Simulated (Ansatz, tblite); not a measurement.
# The cluster Ge2O: a ladder of methods and basis sets

An exercise on one series of results from a longer session: the logs are not shown, and one member is left open.

Computed with Ansatz 0.2.0, Gaussian basis. Level: as each input shows.

The runs, in order: GFN1-xTB, GFN2-xTB, PBE-D4/def2-TZVP, r2SCAN-D4/def2-TZVP, revPBE-D4/def2-TZVP, LDA/def2-TZVP, LC-ωPBE/def2-TZVP, BHLYP-D4/def2-TZVP, CAM-B3LYP-D4/def2-TZVP, PBE-D4/def2-SVP, PBE0-D4/def2-SVP, HF/STO-3G, HF/6-31G, B3LYP-D4/6-31G, PBE0-D4/def2-TZVPD, PBE-D4/def2-TZVPD, r2SCAN-D4/def2-TZVPD, CCSD(T)/def2-TZVPP, MP2/def2-TZVP, RPA/def2-TZVP.

## The geometry

The geometry is that of the singlet, from an earlier relaxation (r2SCAN-D4/def2-TZVP). At that level it is the lowest of the isomers that a small search found.

3 atoms, charge 0, spin multiplicity 1.

Bond lengths: Ge1–O3 1.832 Å, Ge2–O3 1.832 Å. Angles: Ge1–O3–Ge2 85.2°.

PBE0-D4/def2-TZVP was run before; its log isn't repeated, and its numbers join the tables.

The first run:

Tight binding, by tblite at 300 K electronic temperature and without a spin-polarisation term:

```python
tblite.interface.Calculator('GFN1-xTB', numbers, positions, charge=0, uhf=0).singlepoint()
```

Tight binding, by tblite at 300 K electronic temperature and without a spin-polarisation term:

```python
tblite.interface.Calculator('GFN2-xTB', numbers, positions, charge=0, uhf=0).singlepoint()
```

start.molden holds the orbitals of an earlier run on this state, given as this run's starting guess.

The input, in.yaml:

```yaml
crystal:
  periodic: [false, false, false]
  atoms:
    - {symbol: Ge, position_ang: [0.237523, 0.879239, 0.954607]}
    - {symbol: Ge, position_ang: [0.648603, -0.770237, -0.852525]}
    - {symbol: O, position_ang: [-0.886126, -0.109002, -0.102083]}
basis:
  gaussian: {orbitals: def2-TZVP, initial_orbitals: start.molden}
hamiltonian: {xc: pbe, dispersion: d4}
scf: {omitted_lower_state_checks: [starts]}
output: {orbitals: {seedname: orbitals}}
```

The run is started by

```bash
> ansatz run in.yaml --threads 4 --pin off --events-out ev --progress --plain --max-ram 3916MiB
```

Steps of the session up to this table: PBE-D4/def2-TZVP; r2SCAN-D4/def2-TZVP; revPBE-D4/def2-TZVP; LDA/def2-TZVP; LC-ωPBE/def2-TZVP; BHLYP-D4/def2-TZVP; CAM-B3LYP-D4/def2-TZVP; PBE-D4/def2-SVP; PBE0-D4/def2-SVP; HF/STO-3G; HF/6-31G; B3LYP-D4/6-31G; PBE0-D4/def2-TZVPD; PBE-D4/def2-TZVPD; r2SCAN-D4/def2-TZVPD; CCSD(T)/def2-TZVPP; MP2/def2-TZVP; RPA/def2-TZVP.

One of the session's tables, all rows but one given; the rest of the session is left out.

| level | HOMO (eV) | gap (eV) |
| --- | --- | --- |
| HF/STO-3G | -3.78 | 8.87 |
| HF/6-31G | -7.13 | 7.15 |
| LDA/def2-TZVP | -4.57 | 0.72 |
| PBE-D4/def2-SVP | -4.37 | 0.83 |
| PBE-D4/def2-TZVP | ? | ? |
| PBE-D4/def2-TZVPD | -4.46 | 0.79 |
| revPBE-D4/def2-TZVP | -4.34 | 0.83 |
| r2SCAN-D4/def2-TZVP | -4.62 | 1.04 |
| r2SCAN-D4/def2-TZVPD | -4.66 | 1.04 |
| B3LYP-D4/6-31G | -5.14 | 2.12 |
| PBE0-D4/def2-SVP | -5.27 | 2.54 |
| PBE0-D4/def2-TZVP | -5.27 | 2.48 |
| PBE0-D4/def2-TZVPD | -5.31 | 2.46 |
| BHLYP-D4/def2-TZVP | -5.95 | 4.07 |
| CAM-B3LYP-D4/def2-TZVP | -6.32 | 4.66 |
| LC-ωPBE/def2-TZVP | -7.51 | 6.95 |

Estimate the missing values for PBE-D4/def2-TZVP.

The run gave: HOMO (eV): -4.40; gap (eV): 0.79. In the column «HOMO (eV)» it lies between PBE-D4/def2-TZVPD (-4.46) and PBE-D4/def2-SVP (-4.37).
